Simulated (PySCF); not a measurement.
C2: energy against distance

Set-up: PySCF, no relativity, basis sets C aug-pcseg-1. Energies in eV from C + C in their ground configurations at the same level. State: ³Πu (triplet), unpaired electrons σ ↑, π ↑.

All columns are PBE.

```json
{"R (Å)": "1.126", "E (eV)": "-5.088", "HOMO (eV)": "-8.35", "LUMO (eV)": "-8.03", "Mayer bond order": "1.94", "⟨S²⟩": "2.00"}
{"R (Å)": "1.178", "E (eV)": "-5.988", "HOMO (eV)": "-8.30", "LUMO (eV)": "-7.75", "Mayer bond order": "2.02", "⟨S²⟩": "2.00"}
{"R (Å)": "1.230", "E (eV)": "-6.512", "HOMO (eV)": "-8.05", "LUMO (eV)": "-7.51", "Mayer bond order": "2.08", "⟨S²⟩": "2.00"}
{"R (Å)": "1.270", "E (eV)": "-6.716", "HOMO (eV)": "-7.88", "LUMO (eV)": "-7.34", "Mayer bond order": "2.12", "⟨S²⟩": "2.00"}
{"R (Å)": "1.309", "E (eV)": "-6.795", "HOMO (eV)": "-7.72", "LUMO (eV)": "-7.19", "Mayer bond order": "2.15", "⟨S²⟩": "2.00"}
{"R (Å)": "1.348", "E (eV)": "-6.774", "HOMO (eV)": "-7.58", "LUMO (eV)": "-7.04", "Mayer bond order": "2.17", "⟨S²⟩": "2.00"}
{"R (Å)": "1.401", "E (eV)": "-6.628", "HOMO (eV)": "-7.39", "LUMO (eV)": "-6.86", "Mayer bond order": "2.20", "⟨S²⟩": "2.00"}
{"R (Å)": "1.466", "E (eV)": "-6.313", "HOMO (eV)": "-7.19", "LUMO (eV)": "-6.66", "Mayer bond order": "2.22", "⟨S²⟩": "2.00"}
{"R (Å)": "1.545", "E (eV)": "-5.814", "HOMO (eV)": "-6.96", "LUMO (eV)": "-6.44", "Mayer bond order": "2.23", "⟨S²⟩": "2.00"}
{"R (Å)": "1.649", "E (eV)": "-5.055", "HOMO (eV)": "-6.70", "LUMO (eV)": "-6.40", "Mayer bond order": "2.22", "⟨S²⟩": "2.00"}
```

The state was picked by a PBE0 search and need not be the measured ground state.
